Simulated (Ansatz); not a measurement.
Ansatz (a first-principles code) input (PBE/6-31G*):

Ansatz 0.2 input:
```yaml
crystal:
  periodic: [false, false, false]
  atoms:
    - {symbol: H, position_ang: [0.02052304, 0.05589807, 2.11750821]}
    - {symbol: N, position_ang: [0.01077974, 0.06690251, 1.11378704]}
    - {symbol: C, position_ang: [0.00317751, 1.25279840, 0.37969427]}
    - {symbol: C, position_ang: [0.00382693, -1.08826299, 0.34906554]}
    - {symbol: C, position_ang: [-0.00941279, 0.75716324, -0.93856272]}
    - {symbol: C, position_ang: [-0.00908496, -0.67184965, -0.96432736]}
    - {symbol: H, position_ang: [0.00842667, -2.07957621, 0.78181971]}
    - {symbol: H, position_ang: [-0.01825489, 1.38383848, -1.82374512]}
    - {symbol: H, position_ang: [-0.01719313, -1.32757185, -1.82731044]}
basis:
  gaussian:
    orbitals: 6-31G*
hamiltonian:
  xc: {name: PBE}
total_charge: -1
output: {forces: true}
```

Q: Predict the final energy.

A: -209.22736 Eh.
